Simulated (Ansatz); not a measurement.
AlSi8NO16: short dynamics, then relaxation

A packing of 26 atoms, thrown in at random and pushed apart as soft spheres with like charges further apart (1 Al, 1 N, 16 O, 8 Si) went through Langevin stages in a fixed cell of 14.73 Å³/atom, at one k point, without spin and with a Fermi–Dirac width of kT (0.05 eV at least). Method: DFT PBE, scalar-relativistic, plane waves, PAW (Ansatz 0.2.0).

```json
{"thermostat (K)": "4000", "duration (fs)": "48", "friction (1/fs)": "0.030", "cutoff (eV)": "320", "mean T (K)": "6511", "mean P (GPa)": "4.2", "mean square displacement (Å²)": "0.76"}
{"thermostat (K)": "4000", "duration (fs)": "272", "friction (1/fs)": "0.030", "cutoff (eV)": "420", "mean T (K)": "3714", "mean P (GPa)": "3.2", "mean square displacement (Å²)": "2.28"}
{"thermostat (K)": "2880", "duration (fs)": "228", "friction (1/fs)": "0.030", "cutoff (eV)": "420", "mean T (K)": "3030", "mean P (GPa)": "3.3", "mean square displacement (Å²)": "1.10"}
{"thermostat (K)": "1600", "duration (fs)": "226", "friction (1/fs)": "0.030", "cutoff (eV)": "420", "mean T (K)": "1681", "mean P (GPa)": "0.7", "mean square displacement (Å²)": "0.44"}
{"thermostat (K)": "300", "duration (fs)": "298", "friction (1/fs)": "0.030", "cutoff (eV)": "420", "mean T (K)": "325", "mean P (GPa)": "1.7", "mean square displacement (Å²)": "0.11"}
```

Means run over the second half of a stage; pressure includes the kinetic part; displacements count from the stage's start, the atoms' common shift taken off. In so short a run the atoms moved about a bond length or less in the hot stages, so this is an annealed packing, not a quenched equilibrium liquid.

Cell and atoms were then relaxed on coarser meshes and computed once more: Plane waves to 420 eV, a k mesh through Γ of 5×5×5 on the computed 26-atom cell and Gaussian smearing (0.02 eV); no spin polarisation.

**Question.** What structure is left?

**Answer.** One draw of many: 15.35 Å³/atom with a gap on the mesh of 0.60 eV, 2.21 eV/atom below the elements' standard states (static lattices, no corrections for gases) (a random packing after short dynamics, relaxed).

Counting as bonded all pairs within 1.2 times the summed covalent radii, but none from a metal cation to another cation:

```
atom → neighbour mean count mean length (Å) spread (Å)
          Al → N        1.00             2.07        0.00
          Al → O        3.00             1.73        0.01
          N → Al        1.00             2.07        0.00
           N → O        1.00             1.22        0.00
          N → Si        1.00             1.91        0.00
          O → Al        0.19             1.73        0.01
           O → N        0.06             1.22        0.00
          O → Si        1.69             1.65        0.02
          Si → N        0.12             1.91        0.00
          Si → O        3.38             1.65        0.02
         Si → Si        0.25             2.46        0.00
```

Angles between all pairs of such bonds at an atom (mean ± spread): 109 ± 11° at Al, 119 ± 4° at N, 132 ± 8° at O, 109 ± 8° at Si.

```
Al N Si O
1.0
     7.57974   -0.43090   -0.14497
    -0.41784    7.35198   -0.12554
    -0.13469   -0.11665    7.19044
Al N Si O
1 1 8 16
Direct
  0.41917 0.69808 0.66489
  0.50534 0.44272 0.68405
  0.64230 0.62475 0.30242
  0.73163 0.38966 0.60485
  0.00895 0.69677 0.70414
  0.28208 0.58397 0.14818
  0.43535 0.95720 0.03521
  0.08750 0.04152 0.91360
  0.88709 0.04259 0.54793
  0.80647 0.00155 0.21377
  0.48902 0.52086 0.15530
  0.32775 0.81149 0.17151
  0.19149 0.65239 0.61454
  0.61182 0.06526 0.14790
  0.04915 0.12212 0.70486
  0.48679 0.84890 0.84836
  0.74615 0.45863 0.39229
  0.77804 0.77397 0.19743
  0.87861 0.50770 0.74275
  0.39545 0.30949 0.69073
  0.95152 0.09672 0.07186
  0.05464 0.81680 0.89736
  0.29354 0.10527 0.98349
  0.54290 0.71954 0.46922
  0.72882 0.16954 0.61647
  0.88478 0.82069 0.57785
```

An odd mesh misses points on the zone edge, so a gap read on it can be too wide.

Cost: 6 runs of about 46 core-minutes in all (earlier runs that led there not counted), on Arm Neoverse V2 (shared hosts).